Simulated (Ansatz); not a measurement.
**NH3 with CH4S: superposition error and deformation, part 1 of 3**

Aim: split the binding of a pair into the counterpoise interaction, the basis-set superposition error and the cost of deforming the fragments.

Computed with Ansatz 0.2.0, Gaussian basis. Level: PBE0-D4 structures, single points in def2-TZVPPD.

Levels: PBE-D4, revPBE-D4, BLYP-D4, r2SCAN-D4, B97M-V, PBE0-D4, B3LYP-D4, HSE06-D4, wB97X-V, wB97M-V, B2PLYP, Hartree-Fock, MP2, CCSD, CCSD(T).

Correlated methods freeze the cores. B3LYP uses VWN-RPA correlation. B2PLYP carries no dispersion term here.

129 further runs of the same task are left out: 129 set aside as unsound or not needed. Runs told in other sessions of the task aren't counted.

## (1) Where the work starts

The relaxed pair: 10 atoms, charge 0, spin multiplicity 1.

Atoms are counted from 1 here; the program's logs count them from 0.

Bond lengths: N1–H2 1.013 Å, N1–H3 1.012 Å, N1–H4 1.013 Å, C5–S6 1.805 Å, C5–H7 1.089 Å, C5–H8 1.091 Å, C5–H9 1.089 Å, S6–H10 1.342 Å. Angles: H2–N1–H3 107.3°, H2–N1–H4 106.7°, H3–N1–H4 107.4°, S6–C5–H7 111.4°, S6–C5–H8 104.7°, S6–C5–H9 111.3°, H7–C5–H8 109.7°, H7–C5–H9 110.3°, H8–C5–H9 109.3°, C5–S6–H10 97.9°.

Geometry (Å):

```mol
CH7NS
  3D, bonds by distance, orders not assigned

 10  8  0  0  0  0  0  0  0  0999 V2000
    0.0901   -0.1026   -2.0246 N   0  0
    1.0025    0.3082   -2.1806 H   0  0
   -0.1968   -0.5365   -2.8932 H   0  0
   -0.5481    0.6635   -1.8440 H   0  0
   -0.0731   -0.5366    1.3606 C   0  0
    0.1094    1.2375    1.0804 S   0  0
    0.7184   -0.9204    2.0033 H   0  0
    0.0103   -0.9832    0.3688 H   0  0
   -1.0500   -0.7727    1.7811 H   0  0
   -0.0625    1.6426    2.3484 H   0  0
  1  2  8  0
  1  3  8  0
  1  4  8  0
  5  6  8  0
  5  7  8  0
  5  8  8  0
  5  9  8  0
  6 10  8  0
M  END
```

Atoms 1 to 4 are fragment A (NH3), the rest fragment B (CH4S). From earlier runs, pair energy (eV) and counterpoise interaction (kJ/mol):

```tsv
method	E(pair)	interaction
PBE-D4	-13470.10939	-13.35
revPBE-D4	-13475.94785	-12.07
BLYP-D4	-13477.11743	-11.79
r2SCAN-D4	-13475.85601	-12.07
B97M-V	-13475.21752	-12.24
PBE0-D4	-13471.35224	-12.80
B3LYP-D4	-13479.25162	-12.27
HSE06-D4	-13470.97975	-12.73
wB97X-V	-13475.75758	-11.95
wB97M-V	-13475.96686	-11.96
B2PLYP	-13472.43793	-8.14
Hartree-Fock	-13441.77535	-2.89
MP2	-13458.25317	-11.30
CCSD(T)	-13460.15323	-10.78
```

First each fragment is run alone in its own basis, frozen in the shape it has in the pair (a, b).

## (2) PBE-D4/def2-TZVPPD

File a/in.yaml:

```yaml
crystal:
  periodic: [false, false, false]
  atoms:
    - {symbol: N, position_ang: [0.090063, -0.102614, -2.024554]}
    - {symbol: H, position_ang: [1.002525, 0.308226, -2.180623]}
    - {symbol: H, position_ang: [-0.196795, -0.536461, -2.893230]}
    - {symbol: H, position_ang: [-0.548128, 0.663540, -1.843990]}
basis:
  gaussian: {orbitals: "def2-TZVPPD.json"}
hamiltonian: {xc: pbe, dispersion: d4}
```

File b/in.yaml:

```yaml
crystal:
  periodic: [false, false, false]
  atoms:
    - {symbol: C, position_ang: [-0.073138, -0.536572, 1.360633]}
    - {symbol: S, position_ang: [0.109411, 1.237501, 1.080373]}
    - {symbol: H, position_ang: [0.718362, -0.920423, 2.003261]}
    - {symbol: H, position_ang: [0.010252, -0.983192, 0.368821]}
    - {symbol: H, position_ang: [-1.050028, -0.772690, 1.781054]}
    - {symbol: H, position_ang: [-0.062526, 1.642586, 2.348357]}
basis:
  gaussian: {orbitals: "def2-TZVPPD.json"}
hamiltonian: {xc: pbe, dispersion: d4}
```

The basis file named in the input lies beside it (Basis Set Exchange, JSON).

Each run has its own folder and the same command.

Command:

```console
ansatz run in.yaml --threads 4 --pin off --events-out ev --progress --plain --max-ram 9574MiB
```

a printed:

```text
Functional definition: PBE
  name "PBE"
  cite "Perdew, Burke & Ernzerhof, Phys. Rev. Lett. 77, 3865 (1996) doi:10.1103/PhysRevLett.77.3865"
  parent pbe
  parameter kappa = 0.804
  parameter beta = 0.06672455060314922
  exchange = pbe_x(kappa = kappa, mu = beta*pi^2/3)
  correlation = pbe_c(beta = beta)
356 factors; their error is unknown
mean field evaluation 1: about -1529.6060 eV, gradient 6.7e1 eV
mean field evaluation 2: about -1502.5186 eV, gradient 1.1e2 eV
mean field evaluation 4: about -1537.7853 eV, gradient 1.9e0 eV
mean field evaluation 8: about -1537.7863 eV, gradient 2.6e-2 eV
mean field -1537.78634703 eV, -56.5126059043 hartree, gradient 6.8e-6 eV, S^2 0.000000; 0 other end points of the search recorded, 0 dependent functions left out
reference -1537.78637413 eV, -56.5126069002 hartree; 5, 5 occupied and 83, 83 virtual orbitals, 356 factors
Total energy: -1537.79775287 eV, -56.5130250614 hartree
```

Output in b (excerpt; [...] marks lines left out):

```text
[... 4 set-up lines as earlier in the session ...]
[...]
728 factors; their error is unknown
[...]
mean field -11932.09904645 eV, -438.4965520899 hartree, gradient 3.5e-5 eV, S^2 0.000000; 0 other end points of the search recorded, 0 dependent functions left out
reference -11932.09909876 eV, -438.4965540123 hartree; 13, 13 occupied and 143, 143 virtual orbitals, 728 factors
Total energy: -11932.16756879 eV, -438.4990702392 hartree
```

They took 0.25 s (a), 0.75 s (b) on 4 threads of Arm Neoverse V1, shared host.

## (3) r2SCAN-D4/def2-TZVPPD

The same edit goes into each in.yaml of step 2 (a, b):

```diff
-hamiltonian: {xc: pbe, dispersion: d4}
+hamiltonian: {xc: r2scan, dispersion: d4}
```

One command serves all of them, each in its own folder.

Command:

```console
ansatz run in.yaml --threads 4 --pin off --events-out ev --progress --plain --max-ram 9574MiB
```

a printed (excerpt; [...] marks lines left out):

```text
Functional definition: r2SCAN
  name "r2SCAN"
  cite "Furness, Kaplan, Ning, Perdew & Sun, J. Phys. Chem. Lett. 11, 8208 (2020) doi:10.1021/acs.jpclett.0c02405"
  cite "Furness, Kaplan, Ning, Perdew & Sun, J. Phys. Chem. Lett. 11, 9248 (2020) doi:10.1021/acs.jpclett.0c03077"
  parent r2scan
[...]
356 factors; their error is unknown
[...]
mean field -1538.79935222 eV, -56.5498331585 hartree, gradient 1.5e-5 eV, S^2 0.000000; 0 other end points of the search recorded, 0 dependent functions left out
reference -1538.79936019 eV, -56.5498334515 hartree; 5, 5 occupied and 83, 83 virtual orbitals, 356 factors
Total energy: -1538.80207336 eV, -56.5499331584 hartree
```

Log of b (excerpt; [...] marks lines left out):

```text
[... 5 set-up lines as earlier in the session ...]
[...]
728 factors; their error is unknown
[...]
mean field -11936.90861704 eV, -438.6733005490 hartree, gradient 2.3e-5 eV, S^2 0.000000; 0 other end points of the search recorded, 0 dependent functions left out
reference -11936.90863420 eV, -438.6733011796 hartree; 13, 13 occupied and 143, 143 virtual orbitals, 728 factors
Total energy: -11936.92411029 eV, -438.6738699156 hartree
```

Wall times: 0.6 s (a), 1.7 s (b) on 4 threads of Arm Neoverse V1, shared host.

## (4) PBE0-D4/def2-TZVPPD

The same edit goes into each in.yaml of step 3 (a, b):

```diff
-hamiltonian: {xc: r2scan, dispersion: d4}
+hamiltonian: {xc: pbe0, dispersion: d4}
+output: {orbitals: {seedname: orbitals}}
```

Each run has its own folder and the same command.

Command:

```console
ansatz run in.yaml --threads 4 --pin off --events-out ev --progress --plain --max-ram 9574MiB
```

Output in a (excerpt; [...] marks lines left out):

```text
Functional definition: PBE0
  name "PBE0"
  cite "Adamo & Barone, J. Chem. Phys. 110, 6158 (1999) doi:10.1063/1.478522"
[... 2 set-up lines as earlier in the session ...]
[...]
356 factors; their error is unknown
[...]
mean field -1537.91262269 eV, -56.5172464491 hartree, gradient 5.6e-5 eV, S^2 0.000000; 0 other end points of the search recorded, 0 dependent functions left out
reference -1537.91264256 eV, -56.5172471793 hartree; 5, 5 occupied and 83, 83 virtual orbitals, 356 factors
Total energy: -1537.92175898 eV, -56.5175822018 hartree
```

b printed (excerpt; [...] marks lines left out):

```text
[... 5 set-up lines as earlier in the session ...]
[...]
766 factors; their error is unknown
[...]
mean field -11933.23727880 eV, -438.5383813571 hartree, gradient 7.1e-5 eV, S^2 0.000000; 0 other end points of the search recorded, 0 dependent functions left out
reference -11933.23731577 eV, -438.5383827157 hartree; 13, 13 occupied and 143, 143 virtual orbitals, 766 factors
Total energy: -11933.29339737 eV, -438.5404436765 hartree
```

Times: 0.25 s (a), 0.96 s (b) on 4 threads of Arm Neoverse V1, shared host.

## (5) B3LYP-D4/def2-TZVPPD

The same edit goes into each in.yaml of step 4 (a, b):

```diff
-hamiltonian: {xc: pbe0, dispersion: d4}
-output: {orbitals: {seedname: orbitals}}
+hamiltonian: {xc: {name: B3LYP}, dispersion: d4}
```

One command serves all of them, each in its own folder.

Command:

```console
ansatz run in.yaml --threads 4 --pin off --events-out ev --progress --plain --max-ram 9574MiB
```

Output in a (excerpt; [...] marks lines left out):

```text
Functional definition: B3LYP
  name "B3LYP"
  cite "Stephens, Devlin, Chabalowski & Frisch, J. Phys. Chem. 98, 11623 (1994) doi:10.1021/j100096a001"
  cite "Becke, Phys. Rev. A 38, 3098 (1988) doi:10.1103/PhysRevA.38.3098"
  cite "Lee, Yang & Parr, Phys. Rev. B 37, 785 (1988) doi:10.1103/PhysRevB.37.785"
  cite "Vosko, Wilk & Nusair, Can. J. Phys. 58, 1200 (1980) doi:10.1139/p80-159"
[...]
356 factors; their error is unknown
[...]
mean field -1539.90002132 eV, -56.5902820019 hartree, gradient 5.1e-5 eV, S^2 0.000000; 0 other end points of the search recorded, 0 dependent functions left out
reference -1539.90018733 eV, -56.5902881024 hartree; 5, 5 occupied and 83, 83 virtual orbitals, 356 factors
Total energy: -1539.91824942 eV, -56.5909518720 hartree
```

Output in b (excerpt; [...] marks lines left out):

```text
[... 6 set-up lines as earlier in the session ...]
[...]
754 factors; their error is unknown
[...]
mean field -11939.08963591 eV, -438.7534515142 hartree, gradient 5.4e-5 eV, S^2 0.000000; 0 other end points of the search recorded, 0 dependent functions left out
reference -11939.08988034 eV, -438.7534604967 hartree; 13, 13 occupied and 143, 143 virtual orbitals, 754 factors
Total energy: -11939.20119865 eV, -438.7575513691 hartree
```

Times: 0.25 s (a), 1.1 s (b) on 4 threads of Arm Neoverse V1, shared host.

## (6) wB97X-V/def2-TZVPPD

The same edit goes into each in.yaml of step 5 (a, b):

```diff
-hamiltonian: {xc: {name: B3LYP}, dispersion: d4}
+hamiltonian: {xc: {name: wB97X-V}}
```

One command serves all of them, each in its own folder.

Command:

```console
ansatz run in.yaml --threads 4 --pin off --events-out ev --progress --plain --max-ram 9574MiB
```

Log of a (excerpt; [...] marks lines left out):

```text
Functional definition: wB97X-V
  name "wB97X-V"
  cite "Mardirossian & Head-Gordon, Phys. Chem. Chem. Phys. 16, 9904 (2014) doi:10.1039/C3CP54374A"
  cite "Becke, J. Chem. Phys. 107, 8554 (1997) doi:10.1063/1.475007"
  cite "Vydrov & Van Voorhis, J. Chem. Phys. 133, 244103 (2010) doi:10.1063/1.3521275"
[...]
      + integral(e_c_pw_opposite_spin*poly(b97_u_opposite, cos0, cos1)) + vv10(b, c)
356 factors; their error is unknown
117 factors; integrals over basis functions are off by at most 7.1e-6 eV
[...]
mean field -1539.18325616 eV, -56.5639413681 hartree, gradient 5.3e-6 eV, S^2 0.000000; 0 other end points of the search recorded, 0 dependent functions left out
reference -1539.18325484 eV, -56.5639413194 hartree; 5, 5 occupied and 83, 83 virtual orbitals, 356 factors
Total energy: -1539.18325484 eV, -56.5639413194 hartree
```

b printed (excerpt; [...] marks lines left out):

```text
[... 5 set-up lines as earlier in the session ...]
[...]
      + integral(e_c_pw_opposite_spin*poly(b97_u_opposite, cos0, cos1)) + vv10(b, c)
749 factors; their error is unknown
211 factors; integrals over basis functions are off by at most 3.2e-5 eV
[...]
mean field -11936.44608130 eV, -438.6563026740 hartree, gradient 1.8e-5 eV, S^2 0.000000; 0 other end points of the search recorded, 0 dependent functions left out
reference -11936.44607896 eV, -438.6563025879 hartree; 13, 13 occupied and 143, 143 virtual orbitals, 749 factors
Total energy: -11936.44607896 eV, -438.6563025879 hartree
```

Wall times: 0.7 s (a), 2.7 s (b) on 4 threads of Arm Neoverse V1, shared host.

## (7) wB97M-V/def2-TZVPPD

The same edit goes into each in.yaml of step 6 (a, b):

```diff
-hamiltonian: {xc: {name: wB97X-V}}
+hamiltonian: {xc: {name: wB97M-V}}
```

Each run has its own folder and the same command.

Command:

```console
ansatz run in.yaml --threads 4 --pin off --events-out ev --progress --plain --max-ram 9574MiB
```

a printed (excerpt; [...] marks lines left out):

```text
Functional definition: wB97M-V
  name "wB97M-V"
  cite "Mardirossian & Head-Gordon, J. Chem. Phys. 144, 214110 (2016) doi:10.1063/1.4952647"
[... 2 set-up lines as earlier in the session ...]
  # Of w^i u^j: cxij and so on, Table III.
[...]
  gx(w, u) = 1 - cx + cx01*u + cx10*w
[...]
      + integral(e_c_pw_mod_opposite_spin*gos(b97_w_opposite, b97_u_opposite)) + vv10(b, c)
356 factors; their error is unknown
117 factors; integrals over basis functions are off by at most 7.1e-6 eV
[...]
mean field -1538.88734658 eV, -56.5530668914 hartree, gradient 2.5e-5 eV, S^2 0.000000; 0 other end points of the search recorded, 0 dependent functions left out
reference -1538.88737966 eV, -56.5530681074 hartree; 5, 5 occupied and 83, 83 virtual orbitals, 356 factors
Total energy: -1538.88737966 eV, -56.5530681074 hartree
```

b printed (excerpt; [...] marks lines left out):

```text
[... 5 set-up lines as earlier in the session ...]
  # Of w^i u^j: cxij and so on, Table III.
[...]
  gx(w, u) = 1 - cx + cx01*u + cx10*w
[...]
      + integral(e_c_pw_mod_opposite_spin*gos(b97_w_opposite, b97_u_opposite)) + vv10(b, c)
728 factors; their error is unknown
211 factors; integrals over basis functions are off by at most 3.2e-5 eV
[...]
mean field -11936.94987194 eV, -438.6748166385 hartree, gradient 8.3e-5 eV, S^2 0.000000; 0 other end points of the search recorded, 0 dependent functions left out
reference -11936.94993452 eV, -438.6748189382 hartree; 13, 13 occupied and 143, 143 virtual orbitals, 728 factors
Total energy: -11936.94993452 eV, -438.6748189382 hartree
```

Times: 0.75 s (a), 2.8 s (b) on 4 threads of Arm Neoverse V1, shared host.

## (8) B2PLYP/def2-TZVPPD

Each input of step 7 (a, b) changes in the same lines:

```diff
-hamiltonian: {xc: {name: wB97M-V}}
+hamiltonian: {xc: {name: B2PLYP}}
```

The same command starts each run, in its folder.

Command:

```console
ansatz run in.yaml --threads 4 --pin off --events-out ev --progress --plain --max-ram 9574MiB
```

Output in a (excerpt; [...] marks lines left out):

```text
Functional definition: B2PLYP
  name "B2PLYP"
  cite "Grimme, J. Chem. Phys. 124, 034108 (2006) doi:10.1063/1.2148954"
[... 2 set-up lines as earlier in the session ...]
[...]
497 factors; integrals over basis functions are off by at most 9.7e-4 eV
[...]
mean field -1536.41530953 eV, -56.4622212056 hartree, gradient 3.7e-6 eV, S^2 0.000000; 0 other end points of the search recorded, 0 dependent functions left out
1 core orbitals not correlated: weight in the atoms' cores, before any rotation towards them, 1.000 or more for the frozen orbitals, at most 0.000 for the correlated occupied ones
reference -1536.41541315 eV, -56.4622250133 hartree; 4, 4 occupied and 83, 83 virtual orbitals, 497 factors
second order -7.69439249 eV of doubles, -0.00000000 eV of singles
Total energy: -1538.49289912 eV, -56.5385712146 hartree
```

Log of b (excerpt; [...] marks lines left out):

```text
[... 5 set-up lines as earlier in the session ...]
[...]
874 factors; integrals over basis functions are off by at most 1.1e-3 eV
[...]
mean field -11930.58399513 eV, -438.4408749809 hartree, gradient 8.2e-6 eV, S^2 0.000000; 0 other end points of the search recorded, 0 dependent functions left out
6 core orbitals not correlated: weight in the atoms' cores, before any rotation towards them, 1.000 or more for the frozen orbitals, at most 0.000 for the correlated occupied ones
reference -11930.58414333 eV, -438.4408804269 hartree; 7, 7 occupied and 143, 143 virtual orbitals, 874 factors
second order -12.10230148 eV of doubles, -0.00000000 eV of singles
Total energy: -11933.85176473 eV, -438.5609632984 hartree
```

Times: 0.45 s (a), 1.4 s (b) on 4 threads of Arm Neoverse V1, shared host.

## (9) BLYP-D4/def2-TZVPPD

Each input of step 8 (a, b) changes in the same lines:

```diff
-hamiltonian: {xc: {name: B2PLYP}}
+hamiltonian: {xc: {name: BLYP}, dispersion: d4}
```

The same command starts each run, in its folder.

Command:

```console
ansatz run in.yaml --threads 4 --pin off --events-out ev --progress --plain --max-ram 9574MiB
```

a printed (excerpt; [...] marks lines left out):

```text
Functional definition: BLYP
  name "BLYP"
[... 2 set-up lines as earlier in the session ...]
[...]
356 factors; their error is unknown
[...]
mean field -1539.16552754 eV, -56.5632898533 hartree, gradient 8.5e-6 eV, S^2 0.000000; 0 other end points of the search recorded, 0 dependent functions left out
reference -1539.16575720 eV, -56.5632982933 hartree; 5, 5 occupied and 83, 83 virtual orbitals, 356 factors
Total energy: -1539.19320838 eV, -56.5643071054 hartree
```

Output in b (excerpt; [...] marks lines left out):

```text
[... 4 set-up lines as earlier in the session ...]
[...]
728 factors; their error is unknown
[...]
mean field -11937.63620431 eV, -438.7000388880 hartree, gradient 4.4e-5 eV, S^2 0.000000; 0 other end points of the search recorded, 0 dependent functions left out
reference -11937.63653834 eV, -438.7000511632 hartree; 13, 13 occupied and 143, 143 virtual orbitals, 728 factors
Total energy: -11937.79582473 eV, -438.7059048302 hartree
```

Wall times: 0.3 s (a), 0.9 s (b) on 4 threads of Arm Neoverse V1, shared host.

## (10) revPBE-D4/def2-TZVPPD

Each input of step 9 (a, b) changes in the same lines:

```diff
-hamiltonian: {xc: {name: BLYP}, dispersion: d4}
+hamiltonian: {xc: {name: revPBE}, dispersion: d4}
```

Each run has its own folder and the same command.

Command:

```console
ansatz run in.yaml --threads 4 --pin off --events-out ev --progress --plain --max-ram 9574MiB
```

a printed (excerpt; [...] marks lines left out):

```text
Functional definition: revPBE
  name "revPBE"
  cite "Zhang & Yang, Phys. Rev. Lett. 80, 890 (1998) doi:10.1103/PhysRevLett.80.890"
[... 1 set-up line as earlier in the session ...]
[...]
356 factors; their error is unknown
[...]
mean field -1539.33659275 eV, -56.5695763837 hartree, gradient 5.1e-6 eV, S^2 0.000000; 0 other end points of the search recorded, 0 dependent functions left out
reference -1539.33662668 eV, -56.5695776305 hartree; 5, 5 occupied and 83, 83 virtual orbitals, 356 factors
Total energy: -1539.39106294 eV, -56.5715781265 hartree
```

Log of b (excerpt; [...] marks lines left out):

```text
[... 4 set-up lines as earlier in the session ...]
[...]
728 factors; their error is unknown
[...]
mean field -11936.17407909 eV, -438.6463067773 hartree, gradient 2.7e-5 eV, S^2 0.000000; 0 other end points of the search recorded, 0 dependent functions left out
reference -11936.17414521 eV, -438.6463092072 hartree; 13, 13 occupied and 143, 143 virtual orbitals, 728 factors
Total energy: -11936.42587041 eV, -438.6555599375 hartree
```

Times: 0.25 s (a), 0.75 s (b) on 4 threads of Arm Neoverse V1, shared host.

## (11) B97M-V/def2-TZVPPD

The same edit goes into each in.yaml of step 10 (a, b):

```diff
-hamiltonian: {xc: {name: revPBE}, dispersion: d4}
+hamiltonian: {xc: {name: B97M-V}}
```

The same command starts each run, in its folder.

Command:

```console
ansatz run in.yaml --threads 4 --pin off --events-out ev --progress --plain --max-ram 9574MiB
```

Output in a (excerpt; [...] marks lines left out):

```text
Functional definition: B97M-V
  name "B97M-V"
  cite "Mardirossian & Head-Gordon, J. Chem. Phys. 142, 074111 (2015) doi:10.1063/1.4907719"
[... 2 set-up lines as earlier in the session ...]
  # Of w^i u^j: cxij and so on, Table III.
[...]
  gx(w, u) = cx00 + cx01*u + cx02*u^2 + (cx10 + cx11*u)*w
[...]
  gos(w, u) = cos00 + cos01*u + cos03*u^3 + cos10*w + cos32*w^3*u^2
[...]
      + integral(e_c_pw_mod_opposite_spin*gos(b97_w_opposite, b97_u_opposite)) + vv10(b, c)
356 factors; their error is unknown
[...]
mean field -1539.43462580 eV, -56.5731790319 hartree, gradient 5.5e-5 eV, S^2 0.000000; 0 other end points of the search recorded, 0 dependent functions left out
reference -1539.43466560 eV, -56.5731804946 hartree; 5, 5 occupied and 83, 83 virtual orbitals, 356 factors
Total energy: -1539.43466560 eV, -56.5731804946 hartree
```

Output in b (excerpt; [...] marks lines left out):

```text
[... 5 set-up lines as earlier in the session ...]
  # Of w^i u^j: cxij and so on, Table III.
[...]
  gx(w, u) = cx00 + cx01*u + cx02*u^2 + (cx10 + cx11*u)*w
[...]
  gos(w, u) = cos00 + cos01*u + cos03*u^3 + cos10*w + cos32*w^3*u^2
[...]
      + integral(e_c_pw_mod_opposite_spin*gos(b97_w_opposite, b97_u_opposite)) + vv10(b, c)
728 factors; their error is unknown
[...]
mean field -11935.65140711 eV, -438.6270989362 hartree, gradient 3.6e-5 eV, S^2 0.000000; 0 other end points of the search recorded, 0 dependent functions left out
reference -11935.65148018 eV, -438.6271016216 hartree; 13, 13 occupied and 143, 143 virtual orbitals, 728 factors
Total energy: -11935.65148018 eV, -438.6271016216 hartree
```

Wall times: 0.8 s (a), 3.1 s (b) on 4 threads of Arm Neoverse V1, shared host.

(Continued in part 2 of 3.)
